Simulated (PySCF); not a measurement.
Several structures and their simulated spectra, in scrambled order.

A. SMILES C(C#C)(C#N)(C#N)C(F)(F)F
B. `InChI=1S/C6H10/c1-3-5-6-4-2/h3-4H2,1-2H3`
C. `C=C(C)C(=C)C`
D. SMILES C=CCn1ccc(C#N)n1
E. Hexatriene (SMILES C=C/C=C/C=C)

Spectrum 1. 13C{1H} NMR (computed): δ 88.0 (C), 17.4 (CH3), 15.7 (CH2).

Spectrum 2. 13C{1H} NMR (computed): δ 145.0 (CH), 133.6 (CH), 130.0 (C), 124.6 (CH2), 121.9 (CH), 119.4 (C), 60.0 (CH2).

Spectrum 3. 13C{1H} NMR (computed): δ 150.5 (C), 120.0 (CH2), 23.7 (CH3).

Spectrum 4. 13C{1H} NMR (computed): δ 145.7 (CH), 142.6 (CH), 125.6 (CH2).

Spectrum 5. 13C{1H} NMR (computed): δ 131.3 (C), 112.4 (C), 87.6 (CH), 71.7 (C), 33.4 (C).

[PySCF: geometry from GFN2-xTB; σ from GIAO-PBE0/pcSseg-1; single conformer; fast rotation and ring inversion assumed for equivalent nuclei; non-relativistic Hamiltonian; gas phase]

References, each an isolated molecule treated in the same way: 13C (σref 186.93) vs TMS. Splittings of carbon signals by F and P are missing where no couplings were computed. Shifts are as computed. Against solution values, carbons near 30 ppm lie about +3 ppm off and those near 130 ppm about +5 ppm. Of 1211 compounds with measured shifts, 218 miss one by over three times the rms of a fit or turn the order of signals round; such compounds aren't used in these exercises.

Problem. Match each spectrum to its structure.

Solution. 1–B, 2–D, 3–C, 4–E, 5–A.

- Spectrum 1 (B): 3 13C signals; δC 88.0 is an alkyne carbon; δC 17.4 is a methyl carbon.
- Spectrum 2 (D): 7 13C signals; δC 145.0 is an alkene CH; δC 124.6 is a terminal =CH2 carbon.
- Spectrum 3 (C): 3 13C signals; δC 150.5 is a fully substituted alkene carbon; δC 120.0 is a terminal =CH2 carbon.
- Spectrum 4 (E): 3 13C signals; δC 145.7 is an alkene CH; δC 142.6 is an alkene CH.
- Spectrum 5 (A): 5 13C signals; δC 131.3 is a CF3 carbon; δC 112.4 is a nitrile carbon.
